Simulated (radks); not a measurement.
**O²⁻ held by a Watson sphere**

An exercise on one series of results from a longer session: the logs are not shown, and one member is left open.

The numbers are computed with radks (a radial shooting solver on a logarithmic mesh, Libxc functionals) version 1 (scalar-relativistic Kohn-Sham, PBE, spin-polarised, spherical densities, finite nucleus), except any that are marked as measured or tabulated.

### What is computed

* element: oxygen (Z = 8)
* charge: -2
* electrons: 10
* configuration: [Ne]
* nuclear rms radius: 2.6991 fm

Outer shells as boxes (Hund's rule):

O²⁻
```
[He] core
2s [↑↓]
2p [↑↓][↑↓][↑↓]
```

The first run:

Input:

```text
Z 8
configuration [Ne]
relativity scalar-relativistic
functional pbe,pbe
spin polarised
nucleus finite rms 2.6991 fm
c 137.035999084
watson charge 2 radius 1.81 bohr
response adiabatic LDA kernel
```

Launch:

```
$ python run_ks.py task.json out
```

This one command runs every case of the session in turn.

Steps of the session up to this table: R = 1.81 bohr; R = 2.06 bohr; R = 2.63 bohr; R = 3.15 bohr; R = 3.75 bohr.

One table of the session follows, with a row left open; its other results are not shown here.

```
R (bohr)  highest level (eV)  its <r> (bohr)  sum of <r²> (bohr²)  α (bohr³)
    1.81              -8.426           1.445                20.35      12.28
    2.06                   ?               ?                    ?          ?
    2.63              -5.741           1.631                26.15      27.67
    3.15              -4.536           1.733                29.97      45.10
    3.75              -3.516           1.842                34.73      77.47
```

Estimate the missing values for R (bohr) = 2.06.

Worked estimate for «highest level (eV)». A straight line through the neighbours (1.81, -8.426) and (2.63, -5.741) gives -8.426 + (-5.741 + 8.426) × (2.06 − 1.81) / (2.63 − 1.81) = -7.607; a parabola fitted to 3 rows on both sides gives -7.506.

**Answer.** highest level (eV): -7.499; its <r> (bohr): 1.506; sum of <r²> (bohr²): 22.12; α (bohr³): 15.81. In «highest level (eV)» the line misses by -0.108 and the parabola by -0.007.

What this shows: From R = 1.81 to 3.75 bohr the top level moves from -8.426 to -3.516 eV and its mean radius from 1.44 to 1.84 bohr. A wider sphere makes a shallower well, so the ion swells.
